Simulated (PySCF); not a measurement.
Gas-phase reaction: 2 AlCl₃.NH₃ + Al + 3 NH₂ → 3 AlCl₂NH₂ + 2 NH₃

Method: PySCF energies plus ideal-gas RRHO corrections (1 bar). † marks an energy on the PBE0/def2-TZVP geometry and frequencies. CCSD(T) freezes the core. Open shells (unrestricted): Al (multiplicity 2), NH₂ (multiplicity 2); the rest are closed-shell singlets. Spin-orbit splitting is ignored; it lowers the true energy and changes the entropy of Al. B3LYP is the form with VWN-RPA correlation. Adducts (AlCl₃.NH₃) have no counterpoise correction, and HF, PBE, BLYP, B3LYP and PBE0 lack dispersion. AlCl₂NH₂: computed as isolated molecules; such fragments, hydroxides, amides, oligomers or adducts are transient or little studied in the gas. CCSD(T) isn't extrapolated to the basis-set limit.

CCSD(T)/def2-SVP† gives ΔH°(298 K) = -774 kJ.

What do BLYP/def2-TZVP†, B3LYP/def2-TZVP†, r2SCAN/def2-TZVP† give?

BLYP/def2-TZVP†: -857 kJ; B3LYP/def2-TZVP†: -850 kJ; r2SCAN/def2-TZVP†: -839 kJ. For scale, ΔH°(298 K) is -774 kJ at this level, -873 kJ at ωB97M-V/def2-TZVP†, and runs from -1415 to -514 kJ over the 19 levels computed.
